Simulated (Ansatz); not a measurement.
Reactions of benzene.

Calculated with Ansatz (gas phase, PBE0-D4/def2-TZVP geometries, no zero-point term in ΔE). CBS: MP2 limit from def2 TZ/QZ plus the TZ coupled-cluster correction, frozen cores. This one scheme is used for every species, atoms too. DFT in def2-TZVPP. Open shells (•) are unrestricted, without spin–orbit coupling. Spin–orbit coupling would lower the free atoms: a little for C.

| reaction | CCSD(T)/CBS(def2) (eV) |
| --- | --- |
| benzene → `CC#CC#CC` | 3.08 |
| benzene → `C=C1C=CC=C1` | 1.43 |
| benzene → `C#CC1C=C1C` | 4.22 |
| benzene → 6 C• + 6 H• | ? |
| benzene → `C12C3C1C1C2C31` | 5.01 |
| benzene → `C1=CC2C=CC12` | ? |
| benzene → `C1=CC2C3C1C23` | 3.22 |

Question: Fill in the missing values. (Best estimate.)

Answer: Ansatz gave: benzene → 6 C• + 6 H•: +59.15 eV; benzene → `C1=CC2C=CC12`: +3.38 eV.

Largest T1 diagnostic: 0.012, for `CC#CC#CC`.
